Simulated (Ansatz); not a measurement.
Geometry optimisation, RKS PBE0/cc-pVDZ (Ansatz 0.2.0).

The input (input.yaml):

```yaml
crystal:
  periodic: [false, false, false]
  atoms:
    - { symbol: B, position_ang: [0.295667, -0.068327, -0.073517] }
    - { symbol: Cl, position_ang: [0.517764, -0.157763, 1.736445] }
    - { symbol: H, position_ang: [1.272073, 0.203477, -0.699787] }
    - { symbol: O, position_ang: [-0.887423, -0.294353, -0.656264] }
    - { symbol: H, position_ang: [-1.583182, -0.529734, -0.026378] }
basis:
  gaussian: { orbitals: cc-pVDZ }
hamiltonian:
  xc: pbe0
relax:
  f_tol: 0.03
  max_steps: 50
output:
  orbitals: {}
```

Launched with:

```bash
$ ansatz run input.yaml --threads 1 --pin off --max-ram 2048MiB --backend cpu --events-out ev --progress --plain --runs-dir out
```

Q: Where does it end, and by what steps?

A: It converged. After 4 steps the energy has fallen by 0.034 eV; Cl2 moved furthest, 0.05 Å.

| step | energy less start (eV) | largest force component (eV/Å) | accepted |
| --- | --- | --- | --- |
| 0 | 0.0000 | 1.043 | yes |
| 1 | -0.0241 | 0.680 | yes |
| 2 | -0.0290 | 0.276 | yes |
| 3 | -0.0326 | 0.108 | yes |
| 4 | -0.0335 | 0.027 | yes |

```xyz
5
Properties=species:S:1:pos:R:3
B 0.311 -0.068 -0.054
Cl 0.479 -0.167 1.712
H 1.266 0.209 -0.724
O -0.872 -0.302 -0.644
H -1.569 -0.519 -0.010
```

Whether the end is a true minimum wasn't checked by a vibrational analysis.

Run time: 7 s on 1 thread of Arm Neoverse V2, with other jobs on the host, peak memory 0.12 GiB.
